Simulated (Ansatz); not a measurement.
Diamond-structure Si, treated with PBE0 (PAW; Ansatz, a program for electronic structure).

Settings: plane-wave cutoff 520 eV, 8×8×8 k mesh, scalar-relativistic PAW data made under PBE.

Computed at the level's own relaxed cell.

Elastic tensor (GPa, Voigt notation, ions relaxed):

```
  170.8    63.8    63.8     0.0     0.0     0.0
   63.8   170.8    63.8     0.0     0.0     0.0
   63.8    63.8   170.8     0.0     0.0     0.0
    0.0     0.0     0.0    82.1     0.0     0.0
    0.0     0.0     0.0     0.0    82.1     0.0
    0.0     0.0     0.0     0.0     0.0    82.1
```

Worked from these constants: the tetragonal shear constant is C′ = (C11 − C12)/2 = 53.5 GPa against C44 = 82.1 GPa, so the tetragonal shear is the softer. The Zener ratio C44/C′ is 1.53 (1 for an isotropic solid), and the Cauchy pressure C12 − C44 is -18.3 GPa. With C11 + 2C12 = 298.4 GPa all three Born conditions hold; they don't test modes at the zone boundary.

Measured, for comparison: elastic constant C11 168 GPa, elastic constant C12 64.9 GPa, elastic constant C44 80.2 GPa (low temperature, no zero-point or thermal correction; as tabulated in Tanner et al. (2021), arXiv:2110.11888). Computed less measured: elastic constant C11 +1.8 %, elastic constant C12 -1.7 %, elastic constant C44 +2.4 %. A static lattice is as a rule a little smaller and stiffer than an uncorrected measurement, which can account for part of this in the elastic constant C11, elastic constant C44.

Static lattice: no zero-point or thermal effects.
